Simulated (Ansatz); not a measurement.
## One structure, 3 elements: LiTa, NaTa, CsTa

Plane-wave DFT in Ansatz with scalar-relativistic PAW potentials, cutoff 420 eV, Γ-centred meshes chosen by cell and gap, Gaussian smearing with energies taken to zero width. Every cell was relaxed (cell and atoms) in a run of its own, within the symmetry of its start. Functional: PBE.

All members share space group P4/mmm and the same sites; only the element on one set of sites changes (Li, Na, Cs). Members needn't be the stable form of their composition. Energies over the elements, where given, are against the elements' standard states in the same functional (H₂, N₂, O₂ and halogens uncorrected, Hg as a solid). The first member:

Space group P4/mmm (No. 123). a = 2.653 Å, b = 2.653 Å, c = 5.000 Å, α = 90.00°, β = 90.00°, γ = 90.00°
| atom | site | symmetry | x | y | z |
| --- | --- | --- | --- | --- | --- |
| Li | 1d | 4/mmm | 0.5000 | 0.5000 | 0.5000 |
| Ta | 1a | 4/mmm | 0.0000 | 0.0000 | 0.0000 |

| compound | V (Å³/atom) | a (Å) | c (Å) | energy over elements (eV/atom) |
| --- | --- | --- | --- | --- |
| LiTa | 17.60 | 2.653 | 5.000 | 0.578 |
| CsTa | 31.48 | 3.085 | 6.617 | 2.086 |

Task: Predict the member with Na.

Result: V (Å³/atom) 21.62, a (Å) 2.721, c (Å) 5.841, energy over elements (eV/atom) 0.955. Interpolating linearly in period between Li and Cs would give 21.07 Å³/atom (2.5 % too small), with 0.955 eV/atom over the elements. Over the whole series the volume grows at each step down the group; all are metallic on the mesh; none is bound against its elements in this structure, and Li comes closest.

Spin-orbit coupling is left out, which matters for the bands of heavy elements.